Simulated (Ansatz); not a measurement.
AlH2(SiH3) (AlSiH5), relaxed as a singlet with RKS r2SCAN-D4/def2-TZVP in Ansatz, starting from the GFN2-xTB geometry. Force threshold 0.02 eV/Å.

Start:

Cartesian coordinates in Å:
```
Al -0.500 -0.835 0.985
H -1.573 -1.957 0.776
H -0.118 -0.809 2.504
Si 0.386 0.617 -0.737
H 0.782 1.960 -0.253
H -0.571 0.898 -1.834
H 1.595 0.126 -1.441
```

```json
{"step": "1", "energy (eV)": "-14553.8346", "largest force component (eV/Å)": "0.502", "SCF passes": "22"}
{"step": "2", "energy (eV)": "-14553.9123", "largest force component (eV/Å)": "0.203", "SCF passes": "25"}
{"step": "3", "energy (eV)": "-14553.9269", "largest force component (eV/Å)": "0.033", "SCF passes": "23"}
{"step": "4", "energy (eV)": "-14553.9275", "largest force component (eV/Å)": "0.024", "SCF passes": "21"}
{"step": "5", "energy (eV)": "-14553.9279", "largest force component (eV/Å)": "0.008", "SCF passes": "23"}
```

Force components are those of the run's own axes.

End:

```xyz
7

Al   -0.5169   -0.8448    1.0033
H    -1.5801   -1.9673    0.6427
H    -0.0092   -0.7242    2.5027
Si    0.3635    0.6463   -0.7395
H     0.7798    1.9745   -0.2082
H    -0.6111    0.8847   -1.8409
H     1.5739    0.0308   -1.3601
```

By distances, no bond broke or formed. The bond that changes most is Al1–Si4, from 2.42 to 2.46 Å (atoms count from 1).

No frequencies were taken in this run, so the end may be a saddle point.

Run time 5 s (4 threads of AMD EPYC 9B14 on a shared host).
